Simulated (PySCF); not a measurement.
# Assigning NMR signals

Atoms are numbered as in `[CH:1]1=[CH:2][C@H:3]2[CH2:4][C@H:5]2[CH2:6]1`. Each H is labelled by its parent atom. Ha(C4) is cis to C2 on the ring; Ha(C6) is cis to C4 on the ring; Hb(C4) is trans to C2 on the ring; Hb(C6) is trans to C4 on the ring.

[PySCF 2.14: GIAO PBE0/pcSseg-1 shieldings; geometry: PBE0-D3(BJ)/def2-SVP; spin–spin couplings from B3LYP/pcJ-1 (without the spin–dipole term); gas phase; a single conformation; non-relativistic]

Scale: 13C (184.41 ppm), 1H (31.27 ppm) against TMS (reference shieldings calculated alike).

Task: Assign these signals to the numbered atoms. 13C{1H} NMR (computed): δ 145.2 (CH), 136.2 (CH), 39.1 (CH2), 26.3 (CH), 18.8 (CH2), 16.7 (CH).

Result: 
145.2 → C2, alkene CH: the olefinic region
136.2 → C1, alkene CH
39.1 → C6, allylic sp3 CH2: saturated and bonded to C and H only
26.3 → C3, three-membered-ring carbon: carbons of three-membered rings are unusually shielded
18.8 → C4, three-membered-ring carbon
16.7 → C5, three-membered-ring carbon

Task: Assign these signals to the numbered atoms. 1H NMR (400 MHz, computed): δ 6.15 (m, 1H), 5.48 (dtd, J = 6.6, 3.0, 1.0 Hz, 1H), 2.60 (m, 1H), 2.35 (m, 1H), 1.74 (m, 1H), 1.41 (m, 1H), 0.78 (ddd, J = 9.1, 8.3, 4.4 Hz, 1H), -0.30 (tdd, J = 4.6, 3.3, 1.0 Hz, 1H).

Result: 
```tsv
δ (ppm)	atoms	environment	reason
6.15	H(C2)	hydrogen on an alkene CH	a vinylic proton, deshielded by the sp2 carbon and the C=C anisotropy
5.48	H(C1)	hydrogen on an alkene CH	–
2.60	Hb(C6)	hydrogen on an allylic sp3 CH2	allylic position
2.35	Ha(C6)	hydrogen on an allylic sp3 CH2	–
1.74	H(C3)	hydrogen on a three-membered-ring carbon	–
1.41	H(C5)	hydrogen on a three-membered-ring carbon	cyclopropane-type protons are shielded by the ring
0.78	Hb(C4)	hydrogen on a three-membered-ring carbon	–
-0.30	Ha(C4)	hydrogen on a three-membered-ring carbon	–
```

Splittings below 1 Hz are ignored in the labels, and close J values are merged. Unscaled 3J(H,H) at this level run about 10 % above measured values. Shifts are as computed. Against solution values, carbons near 30 ppm lie about +2 ppm off and those near 130 ppm about +5 ppm. Of 1211 compounds with measured shifts, 218 miss one by over three times the rms of a fit or turn the order of signals round; such compounds aren't used in these exercises.
